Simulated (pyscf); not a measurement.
Thermochemistry of product channels of ZnH₂ + silanol (HO–SiH₃) on the singlet surface, in kcal/mol, from ωB97M-D3(BJ)/def2-TZVP energies (ideal gas, 1 atm, RRHO with modes under 100 cm⁻¹ raised to 100, one conformer, R ln 2 for chiral ones without a mode under 150 cm⁻¹). Single points on ωB97X-D3(BJ)/def2-SVP structures (PySCF, gas phase).

```
products                       ΔE  ΔH(298 K)  ΔG(600 K)  ΔG(1200 K)
--------------------------  -----  ---------  ---------  ----------
HO–ZnH + silane (SiH₄)       +9.1       +9.1       +9.4       +10.1
H₃Si–O–ZnH + hydrogen (H₂)  -12.2      -14.1      -12.4       -11.8
```

These are energies of the channels, which say nothing of barriers. Elements up to Kr have no core potential and no relativistic terms here.
